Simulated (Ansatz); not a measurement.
Take MgO in the rock salt structure (space group Fm-3m, No. 225) as the base.

```xyz
2
Lattice="0.0000 2.1269 2.1269 2.1269 0.0000 2.1269 2.1269 2.1269 0.0000" Properties=species:S:1:pos:R:3 pbc="T T T"
O      0.0000     0.0000     0.0000
Mg     2.1269     2.1269     2.1269
```

All numbers come from PBE/PAW in Ansatz (a quantum-chemistry and plane-wave program), without spin-orbit coupling.

Now apply this change: every Mg is replaced by Ca, then cell and atoms are relaxed.

Measured lattice parameter a: MgO 4.189 Å (static lattice; corrected from measurement; as listed in Daniel Mejia-Rodriguez, S. B. Trickey, Phys. Rev. B (2018)); CaO 4.781 Å (static lattice; corrected from measurement; as listed in Wei Chen et al., Physical Review Materials (2018)).

Question: How well does PBE reproduce the measured shift?

Answer: With PBE the lattice parameter a moves by +0.577 Å (4.254 → 4.831) against +0.592 Å measured.

Whether these cells are dynamically stable was not tested.
